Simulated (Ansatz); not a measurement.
**C2NF3 (singlet): wave-function methods side by side, cc-pVTZ**

The task here is to estimate one member of a computed series from the others.

The runs use Ansatz 0.2.0, Gaussian basis; cc-pVTZ, core rule «outside noble gas», up to 6 orbitals frozen.

Plan: UHF; CCSD(T) on RHF; CCSD(T) on UHF; BCCD(T) on RHF; CASSCF and NEVPT2, 8 electrons in 8 orbitals.

19 further runs of the same task are left out: 2 that didn't finish, 17 set aside as unsound or not needed.

### What is computed

The geometry is an MP2(full)/6-31G* stationary point (not a proven minimum).

6 atoms, charge 0, spin multiplicity 1.

Atoms are counted from 1 here; the program's logs count them from 0.

Bond lengths: C1–C2 1.477 Å, C1–F3 1.339 Å, C1–F4 1.339 Å, C1–F5 1.339 Å, C2–N6 1.179 Å. Angles: C2–C1–F3 110.1°, C2–C1–F4 110.1°, C2–C1–F5 110.1°, F3–C1–F4 108.8°, F3–C1–F5 108.8°, F4–C1–F5 108.8°, C1–C2–N6 180.0°.

Set-up of the first run:

in.yaml

```yaml
crystal:
  periodic: [false, false, false]
  atoms:
    - {symbol: C, position_ang: [0.000000, 0.000000, -0.301793]}
    - {symbol: C, position_ang: [0.000000, 0.000000, 1.175387]}
    - {symbol: F, position_ang: [0.000000, 1.257579, -0.762668]}
    - {symbol: F, position_ang: [1.089096, -0.628790, -0.762668]}
    - {symbol: F, position_ang: [-1.089096, -0.628790, -0.762668]}
    - {symbol: N, position_ang: [0.000000, 0.000000, 2.354298]}
basis:
  gaussian: {orbitals: cc-pVTZ}
magnetization: {spin_polarized: true, initial_magnetization: 0}
hamiltonian: {xc: hf}
output: {orbitals: {seedname: orbitals}}
```

The run is started by

```bash
> ansatz run in.yaml --threads 1 --pin off --events-out ev --progress --plain --max-ram 2624MiB --backend cpu
```

Among the steps run: UHF; CCSD(T) on RHF; CCSD(T) on UHF; BCCD(T) on RHF; CASSCF and NEVPT2, 8 electrons in 8 orbitals.

One of the session's tables, all rows but one given; the rest of the session is left out.

| method | from RCCSD(T) (meV) |
| --- | --- |
| RHF | +35090.9 |
| UHF | +35090.9 |
| RMP2 | +1228.6 |
| RCCSD | +1351.1 |
| RCCSD(T) | 0 |
| BCCD(T) | ? |
| CASSCF frontier | +30881.1 |
| NEVPT2 frontier | +1863.2 |

**Question.** Estimate the row for BCCD(T).

The run gave: from RCCSD(T) (meV): -16.5. In the column «from RCCSD(T) (meV)» it is the lowest.

With the free atoms at the same levels and basis (separate runs), the atomisation energy is 26.777 eV at RCCSD(T), 17.181 eV at RHF.

Limits of these values: Warnings: restricted reference is unstable.
